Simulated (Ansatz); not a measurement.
## [Cl···H···Si], triplet along the distance Cl1-H2

Starting geometry:

```yaml
atoms:
  - { symbol: Cl, position_ang: [0.0000, 0.0000, -1.5969] }
  - { symbol: H, position_ang: [0.0000, 0.0000, -0.3181] }
  - { symbol: Si, position_ang: [0.0000, 0.0000, 1.9151] }
```

From there H2 is moved from one fragment to the other while all else, the fragments' distance too, stays fixed; atoms are numbered as listed. Energies are in kcal/mol, counted from the starting geometry at the same level.

Basis cc-pVDZ; Ansatz 0.2.0. Only valence electrons are correlated (noble-gas cores frozen). Prefix R: restricted or restricted open-shell reference; prefix U: unrestricted. Active spaces: valence = (12e, 9o) chosen from the atoms' valence shells.

Runs in a small pair space aren't shown, since their orbitals change along the scan.

Full CI isn't at hand for all of this; RCCSDTQ serves as the reference, and is uncertain by about the last step of the cluster series. The frozen core follows each run's orbitals, which can shift R against U totals by a few meV.

```json
{"distance Cl1-H2 (Å)": "1.279", "RCCSDTQ": "0.0", "error RHF": "0.0", "error UHF": "0.0", "error UMP2": "0.0", "error BCCD(T)": "0.0", "error MRCISD (valence space)": "0.0", "error MRCISD+Q (valence space)": "0.0"}
{"distance Cl1-H2 (Å)": "1.392", "RCCSDTQ": "1.8", "error RHF": "1.8", "error UHF": "1.5", "error UMP2": "0.3", "error BCCD(T)": "0.1", "error MRCISD (valence space)": "0.1", "error MRCISD+Q (valence space)": "0.1"}
{"distance Cl1-H2 (Å)": "1.619", "RCCSDTQ": "13.4", "error RHF": "5.8", "error UHF": "3.3", "error UMP2": "1.7", "error BCCD(T)": "0.2", "error MRCISD (valence space)": "0.2", "error MRCISD+Q (valence space)": "0.2"}
{"distance Cl1-H2 (Å)": "1.845", "RCCSDTQ": "20.8", "error RHF": "5.4", "error UHF": "0.8", "error UMP2": "3.6", "error BCCD(T)": "0.3", "error MRCISD (valence space)": "0.3", "error MRCISD+Q (valence space)": "0.5"}
{"distance Cl1-H2 (Å)": "2.072", "RCCSDTQ": "28.1", "error RHF": "-1.3", "error UHF": "-4.1", "error UMP2": "3.9", "error BCCD(T)": "0.1", "error MRCISD (valence space)": "0.2", "error MRCISD+Q (valence space)": "1.0"}
```

Errors are those of relative energies. In total energy the starting point itself misses RCCSDTQ by: RHF 150.2, UHF 147.8, UMP2 24.5, BCCD(T) 0.7, MRCISD (valence space) 11.3, MRCISD+Q (valence space) 0.3 kcal/mol.

Spread of the error over the points with a reference, to 2.072 Å (largest less smallest): MRCISD (valence space) 0.3, BCCD(T) 0.3, MRCISD+Q (valence space) 1.0, UMP2 3.9, RHF 7.1, UHF 7.4 kcal/mol.
